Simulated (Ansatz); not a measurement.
# AlH6NS: the cost of one run

Program: Ansatz 0.2.0. Level of theory: RKS BLYP-D4/def2-SVP. These are calculated values, not measurements.

**1. Starting point**

Bond lengths: Al1–S2 2.638 Å, Al1–H3 1.541 Å, Al1–H4 1.537 Å, Al1–N6 2.238 Å, S2–H7 1.332 Å, N6–H8 1.013 Å, N6–H9 1.013 Å. Angles: Al1–S2–H7 85.6°, S2–Al1–H3 106.6°, S2–Al1–H4 116.1°, S2–Al1–N6 76.6°, H3–Al1–H4 120.4°, H3–Al1–N6 113.6°, H4–Al1–N6 115.1°, Al1–N6–H8 124.9°, Al1–N6–H9 123.0°, H8–N6–H9 109.0°.

Coordinates:

```xyz
9

Al   -0.8714    0.0173   -0.8539
S     1.1318    1.6658   -0.3739
H    -0.4390   -0.8684   -2.0385
H    -2.2778    0.6350   -0.8162
H     0.6797    0.3592    0.7713
N    -0.0863   -0.6812    1.1225
H     1.8732    0.8059   -1.0710
H     0.5164   -1.4840    1.2549
H    -0.5267   -0.4495    2.0048
```

**2. A restrained relaxation towards end A**

Springs on the bonds that form and break draw the guess towards this end; the thresholds are loose.

input.yaml

```yaml
crystal:
  periodic: [false, false, false]
  atoms:
    - { symbol: Al, position_ang: [-0.8714, 0.0173, -0.8539] }
    - { symbol: S, position_ang: [1.1318, 1.6658, -0.3739] }
    - { symbol: H, position_ang: [-0.439, -0.8684, -2.0385] }
    - { symbol: H, position_ang: [-2.2778, 0.635, -0.8162] }
    - { symbol: H, position_ang: [0.6797, 0.3592, 0.7713] }
    - { symbol: "N", position_ang: [-0.0863, -0.6812, 1.1225] }
    - { symbol: H, position_ang: [1.8732, 0.8059, -1.071] }
    - { symbol: H, position_ang: [0.5164, -1.484, 1.2549] }
    - { symbol: H, position_ang: [-0.5267, -0.4495, 2.0048] }
basis:
  gaussian: { orbitals: def2-SVP }
hamiltonian:
  xc: blyp
  dispersion: d4
relax:
  f_tol: 0.15
  max_steps: 25
  restrain:
    - { distance: [0, 5], at: 3.22, k: 30.0 }
    - { distance: [4, 1], at: 2.66, k: 30.0 }
    - { distance: [0, 1], at: 2.26, k: 30.0 }
    - { distance: [4, 5], at: 1.02, k: 30.0 }
```

Run with:

```bash
$ ansatz run input.yaml --threads 2 --pin off --max-ram 3072MiB --backend cpu --events-out ev --progress --plain --runs-dir out
```

**Question.** How long does this run take on 2 threads of Intel Xeon Platinum 8259CL at 2.50GHz (Skylake/Cascade Lake), shared host, and how much memory does it need?

About 14 s, with a peak of 0.14 GiB.
